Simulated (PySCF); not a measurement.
Species: C₅H₆N (doublet state).
SMILES with atom numbers: `[H]/[C:1]=[N:2]/[CH:3]=[C:4]1[CH2:5][CH2:6]1` (hydrogens: H7 on C1; H8 on C3; H9, H10 on C5; H11, H12 on C6)

Cartesian coordinates in Å at the GFN2-xTB level; atoms count from 1:
```xyz
12
C5H6N angstrom
C      2.6219   -0.9697    0.9758
N      1.9673   -0.3017    0.1967
C      0.9753   -0.2128   -0.6849
C     -0.2916    0.0648   -0.3562
C     -1.2913    0.2874    0.6865
C     -1.6539    0.3656   -0.7858
H      3.4188   -0.5403    1.5681
H      1.2842   -0.2534   -1.7242
H     -1.2586    1.2059    1.2587
H     -1.6464   -0.5581    1.2620
H     -1.8675    1.3380   -1.2117
H     -2.2571   -0.4263   -1.2110
```

The hyperfine couplings belong to this conformer and change with its torsions.

Level of theory: UKS B3LYP, pcH-1 on C H N, non-relativistic, mean-field spin-orbit, GIAO in PySCF 2.14.0. Geometry: GFN2-xTB, one conformer, isolated molecule. A GFN2-xTB geometry isn't a minimum of the functional, and hyperfine couplings can be far from their values at a DFT geometry. The frame is twisted about the N2–C3 bond at this geometry (dihedral C1–N2–C3–C4 = 88°); couplings at other torsion angles weren't computed. Stability of the SCF solution: not tested.

Question: What is the g tensor, term by term?

Answer: 
```
                    Δg (ppm)      1     2     3
relativistic mass correction   -170  -170  -170
            gauge correction     33     8     2
   orbital Zeeman/spin–orbit  -3092    -2   907
                       total  -3228  -164   739
```

So g = 1.99909, 2.00215, 2.00306 and g_iso = 2.00143; the tensor is rhombic: the two nearest values differ by 23 % of g3 − g1. Axes: g1 points within 9° of the N2–C3 bond and g3 points within 6° of the C4–C5 bond.

Question: At 9.543 GHz, how far is the centre of the isotropic spectrum from where a free electron (g = 2.002319) resonates?

Answer: B = hν/(g μB) with μB/h = 13.99624 MHz/mT gives 340.52 mT for the free electron and 340.67 mT at g_iso, 0.15 mT higher.

Question: What are the electron Larmor frequencies g μB B/h along the three axes at 1200 mT?

Answer: 33.5757, 33.6272, 33.6424 GHz for g1, g2 and g3, a range of 66.6 MHz.

Question: In a frozen sample, at which fields do the three g values resonate at 9.5, 34, 94 and 263 GHz (hyperfine left aside), and which band first spreads them over more than twice a line width of 1.0 mT?

Answer: 
| band | GHz | B(g3) mT | B(g2) mT | B(g1) mT | spread mT |
| --- | --- | --- | --- | --- | --- |
| X | 9.5 | 338.86 | 339.01 | 339.53 | 0.67 |
| Q | 34.0 | 1212.76 | 1213.30 | 1215.16 | 2.41 |
| W | 94.0 | 3352.92 | 3354.43 | 3359.57 | 6.65 |
| J | 263.0 | 9381.03 | 9385.27 | 9399.65 | 18.62 |

The spread grows in proportion to the frequency. Q band is the first where it exceeds 2.0 mT.

Largest spin populations (Mulliken): C1 (+0.53), C4 (+0.32), N2 (+0.20) and C3 (-0.13). Three atoms exceed +0.15. The positive populations add up to 1.18 and the negative ones to -0.18, together 2S = 1.

The HOMO–LUMO gaps are 4.19 eV among the α and 4.75 eV among the β orbitals.
